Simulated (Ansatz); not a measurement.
Pulling the pair apart

The pair of H3O⁺ (SMILES [OH3+], atoms 1–4) and CH6Si (SMILES C[SiH3], atoms 5–12), both closed shells, in one local arrangement (a lower one may exist), relaxed at PBE0-D4/def2-TZVP:

O1  (0.689, 0.018, -2.610)
H2  (0.251, -0.065, -1.615)
H3  (0.204, 0.627, -3.192)
H4  (0.818, -0.842, -3.044)
C5  (-0.891, -0.160, 2.042)
Si6  (0.371, 0.232, 0.754)
H7  (-1.125, -1.226, 2.056)
H8  (-1.810, 0.406, 1.881)
H9  (-0.489, 0.114, 3.021)
H10  (1.608, -0.579, 0.772)
H11  (0.665, 1.665, 0.531)
H12  (-0.292, -0.191, -0.595)
(Å)

CH6Si is shifted rigidly along the line between the mean atom positions of the two fragments (negative: closer). Counterpoise interaction energies in kcal/mol. Ansatz 0.2.0; basis: def2-TZVPPD; cores frozen in the correlated methods.

```json
{"shift (Å)": "-0.24", "PBE-D4": "-25.15", "r2SCAN-D4": "-24.74", "PBE0-D4": "-23.78"}
{"shift (Å)": "-0.12", "PBE-D4": "-29.06", "r2SCAN-D4": "-28.48", "PBE0-D4": "-27.65"}
{"shift (Å)": "0.00", "PBE-D4": "-30.13", "r2SCAN-D4": "-29.38", "PBE0-D4": "-28.67"}
{"shift (Å)": "0.12", "PBE-D4": "-29.51", "r2SCAN-D4": "-28.63", "PBE0-D4": "-28.03"}
{"shift (Å)": "0.29", "PBE-D4": "-27.16", "r2SCAN-D4": "-26.13", "PBE0-D4": "-25.67"}
{"shift (Å)": "0.60", "PBE-D4": "-21.38", "r2SCAN-D4": "-20.24", "PBE0-D4": "-19.96"}
{"shift (Å)": "1.20", "PBE-D4": "-12.11", "r2SCAN-D4": "-11.32", "PBE0-D4": "-11.12"}
{"shift (Å)": "2.39", "PBE-D4": "-4.25", "r2SCAN-D4": "-4.28", "PBE0-D4": "-4.06"}
```

At the largest shift the D4 term itself is slightly repulsive (PBE-D4 +14.3 meV, r2SCAN-D4 +1.9 meV, PBE0-D4 +11.3 meV): a quirk of that model, not of the functional.

(1) What does CCSD(T) give at these shifts? (An estimate is asked for; the value comes from the calculation.)

No T1 diagnostic of these runs exceeds 0.010.

## Answers

(1) The calculation gives: -20.00, -24.07, -25.33, -24.95, -22.97, -17.97, -10.26, -4.19 kcal/mol. For zero shift, CCSD(T) at an estimated basis limit (MP2 extrapolated from triple and quadruple zeta, plus CCSD(T) − MP2 in triple zeta) gives -25.82 kcal/mol. These are counterpoise interaction energies, counted from the two frozen fragments.

For scale, one of the runs: CCSD(T)/def2-TZVPPD, 278 basis functions, launched by `ansatz run in.yaml --threads 4 --pin off --events-out ev --progress --plain --max-ram 9574MiB`. Time: 110 s of wall clock on 4 CPU threads of an Arm Neoverse V2; the host was shared. Peak host memory: 7.6 GiB.
